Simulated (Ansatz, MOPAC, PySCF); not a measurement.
Reaction (SMILES): F[SiH2][SiH](F)F [difluoro(fluorosilyl)silane] + 4 [H][H] (H2) -> 3 F (HF) + 2 [SiH4] (SiH4)

Quantity: energy of full hydrogenation (enthalpy at 298 K), in kcal/mol. Terms: spin-orbit terms left out; non-relativistic; frozen cores in correlated levels; LANL2DZ with its own core potentials from Na on; six Cartesian d functions in 6-31G* and its kin unless marked 5d; no dispersion term unless named; 6-311+G** with 5d, 6d on Na to Ar in Ansatz (an electronic-structure program). CBS marks a two-point X^-3 extrapolation of the correlation energy; Hartree-Fock from the larger set. Ab initio and DFT rows: single points at B3LYP-D3(BJ) geometries (Ansatz), with unscaled harmonic terms from B3LYP/6-31G* (Ansatz) at its own minima. Semi-empirical rows: MOPAC heats of formation at their own minima for 298 K.

Coupled cluster (Ansatz) is a level with limits of its own, used here on species with T1 under 0.025 (0.045 for open shells) and stable references: CCSD(T)/CBS(cc-pV(T+d)Z,cc-pV(Q+d)Z).

Value to compare with, CCSD(T)/CBS(cc-pV(T+d)Z,cc-pV(Q+d)Z) (Ansatz): 80.4 kcal/mol.

```tsv
level	program	energy of full hydrogenation (enthalpy at 298 K) (kcal/mol)	difference
PM3	MOPAC	147.1	66.7
MNDO	MOPAC	87.1	6.7
HF/6-311+G**	Ansatz	51.7	-28.7
PBE/STO-3G	Ansatz	91.4	11.0
BP86/def2-SVP	PySCF	75.2	-5.2
B3LYP/LANL2DZ	Ansatz	39.8	-40.6
B3LYP/6-31G	Ansatz	67.8	-12.6
B3LYP/6-31G*	Ansatz	104.6	24.2
M06-2X/6-311+G**	PySCF	65.3	-15.1
MP2/3-21G	Ansatz	114.3	33.9
PBE0/def2-TZVPD	Ansatz	72.4	-8.0
wB97X-V/def2-TZVPD	Ansatz	78.0	-2.4
```

Among the 10 habitual levels, PM3 lies farthest from CCSD(T)/CBS(cc-pV(T+d)Z,cc-pV(Q+d)Z) (Ansatz) (66.7 kcal/mol) and BP86/def2-SVP nearest (-5.2); 5 of 10 lie above it, and their mean absolute difference is 24.5 kcal/mol, the median 19.6. One case shows no general order.

The levels are drawn from those run, B3LYP/6-31G* more often than the rest, none by its result; left out are runs that failed, that the program found above a lower state of the same kind, or whose <S^2> lies over 0.5 above the pure value.
